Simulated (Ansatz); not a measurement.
Two isomers of C3H5FO2: A = `O/C=C(/O)CF`, B = `OC1(O)CC1F`.

Program: Ansatz. Geometries: PBE0-D4/def2-TZVP. ΔE: electronic, gas phase. CCSD(T)/CBS adds triple-zeta CCSD(T) − MP2 to the extrapolated MP2 energy (def2 sets, frozen cores). Functionals use def2-TZVPP. B3LYP here is the variant with VWN-RPA as its local correlation; programs differ in this. One conformer a species, not always the lowest.

(1) Which isomer does CCSD(T)/CBS put lower? Give the gap. (Estimate.)

(2) Give E(B) − E(A) in kcal/mol with PBE-D4, B3LYP, PBE0-D4, HF/def2-TZVPP, MP2/def2-TZVPP, r2SCAN-D4, CCSD(T)/def2-TZVPP. (An estimate is asked.)

Largest T1 diagnostic: 0.012.

Results:

(1) Computed: A, by 5.3 kcal/mol.

(2) Computed: PBE-D4 4.7, B3LYP 7.6, PBE0-D4 2.5, HF/def2-TZVPP 5.9, MP2/def2-TZVPP 3.2, r2SCAN-D4 4.2, CCSD(T)/def2-TZVPP 4.8. None reverses the order clearly.

In def2-TZVPP, CCSD(T) changes the Hartree–Fock value by −1.1 kcal/mol (the triples alone add +0.6 kcal/mol) and MP2 by −2.7 kcal/mol. From PBE to PBE0 (25 % exact exchange), in def2-TZVPP and without D4, E(B) − E(A) moves by −2.2 kcal/mol.
